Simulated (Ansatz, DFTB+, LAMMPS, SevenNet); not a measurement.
**How well does each level of theory give the elastic constant C44 of bcc Ta?**

Reference value: 87.4 GPa (measured, 0 K, extrapolated to 0 K; zero-point effects included; as tabulated in Wang et al. (2022), arXiv:2209.12322).

| level (code) | value (GPa) | cell (Å³/atom) | difference (%) |
|---|---|---|---|
| MEAM library.meam-Ta (LAMMPS) | 82.7 | 18.02 | -5.4 |
| GFN1-xTB as cut by DFTB+ | 52.9 | 19.03 | -39 |
| SevenNet-0 | 6.13 | 18.30 | -93 |
| PBE (Ansatz) | 73.4 | 18.28 | -16.0 |
| PBE-D3(BJ) (Ansatz) | 81.2 | 17.73 | -7.1 |
| r²SCAN+rVV10 (Ansatz) | 76.4 | 17.88 | -12.6 |
| HSE06 (Ansatz) | 79.0 | 18.07 | -9.6 |

Closest of the ranked levels: MEAM library.meam-Ta (-5.4 %). Among them SevenNet-0 (-93 %) misses by most. Within 20 %: MEAM library.meam-Ta, PBE, PBE-D3(BJ), r²SCAN+rVV10, HSE06. All 7 levels lie below the reference.

The measured value isn't corrected to a static lattice, so vibrations enter the comparison.  Density-functional levels without +SOC have no spin–orbit coupling. GFN1-xTB as cut by DFTB+: the method was fitted mainly to molecules. GFN1-xTB as cut by DFTB+: codes differ in how they cut the long-range tail of xTB's charge interaction in a crystal, so the value belongs to this code. PBE, PBE-D3(BJ), r²SCAN+rVV10, HSE06: shear constants of such metals converge slowly with the k mesh. PBE-D3(BJ): the dispersion coefficients are held fixed in the derivatives. HSE06: hybrids on metals are sensitive to the k mesh. HSE06: the run warned that the count of filled bands differs between k points. Each level is taken at its own relaxed cell. Cutoffs and k meshes differ between the levels. Ansatz's density-functional and Hartree–Fock values are scalar-relativistic unless marked +SOC, with PAW data made under PBE.

Empirical potentials (MEAM library.meam-Ta) are fitted to chosen data: where that held the value shown, agreement is built in, and what lay outside the fit can be far off. Machine-learned potentials (SevenNet-0) are trained on DFT data: a solid inside that data is no test of them.

Differences are worked out from the printed values.

Ansatz is a first-principles code.
